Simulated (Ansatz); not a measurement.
**AlO− (quintet): the correlation ladder, aug-cc-pVTZ**

How much of the correlation energy of AlO− (quintet) does each wave-function method recover here?

Method: aug-cc-pVTZ, core rule «outside noble gas», up to 6 orbitals frozen; program: Ansatz 0.2.0, Gaussian basis.

Plan: UHF; CCSD(T) on ROHF; CCSD(T) on UHF; BCCD(T) on ROHF; CCSDT(Q) on ROHF; CCSDT(Q) on UHF.

12 further runs of the same task are left out: 8 for a known fault of the program, 4 set aside as unsound or not needed.

## 1. The geometry

The geometry is a PBE0/def2-TZVPD stationary point (not a proven minimum) of the parent state, kept for this charge and spin.

2 atoms, charge -1, spin multiplicity 5.

Atoms are counted from 1 here; the program's logs count them from 0.

Bond lengths: Al1–O2 1.657 Å.

## 2. UHF

in.yaml reads:

```yaml
crystal:
  periodic: [false, false, false]
  atoms:
    - {symbol: Al, position_ang: [0.000000, 0.000000, 0.000000]}
    - {symbol: O, position_ang: [0.000000, 0.000000, 1.656900]}
basis:
  gaussian: {orbitals: aug-cc-pVTZ}
total_charge: -1
magnetization: {spin_polarized: true, initial_magnetization: 4}
hamiltonian: {xc: hf}
output: {orbitals: {seedname: orbitals}}
```

Launch:

```bash
$ ansatz run in.yaml --threads 1 --pin off --events-out ev --progress --plain --max-ram 4096MiB --backend cpu
```

Further steps of the session: CCSD(T) on ROHF; CCSD(T) on UHF; BCCD(T) on ROHF; CCSDT(Q) on ROHF; CCSDT(Q) on UHF.

Q: Predict the results of all the runs planned. Wanted: UCCSDT(Q) below the RHF energy; RMP2 from UCCSDT(Q); UMP2 from UCCSDT(Q); RCCSD from UCCSDT(Q); RCCSD(T) from UCCSDT(Q); UCCSD(T) from UCCSDT(Q); RCCSDT(Q) from UCCSDT(Q); T1 diagnostic.

**Answer**, as computed:

```
                         quantity                                                   value
   UCCSDT(Q) below the RHF energy                                              -7.0028 eV
              RMP2 from UCCSDT(Q)                                              +735.7 meV
              UMP2 from UCCSDT(Q)                                              +743.6 meV
             RCCSD from UCCSDT(Q)                                              +266.1 meV
          RCCSD(T) from UCCSDT(Q)                                               +34.4 meV
          UCCSD(T) from UCCSDT(Q)                                               +32.6 meV
         RCCSDT(Q) from UCCSDT(Q)                                                +4.4 meV
levels within 1 kcal/mol (43 meV)  RCCSD(T), UCCSD(T), BCCD(T), RCCSDT, UCCSDT, RCCSDT(Q)
                    T1 diagnostic                                                   0.022
```

**Reading.** RCCSD(T) misses by +34.4 meV, 0.5 % of the correlation energy. These misses are within one basis, not against nature; the frozen cores of restricted and unrestricted runs differ, which can shift their rows.
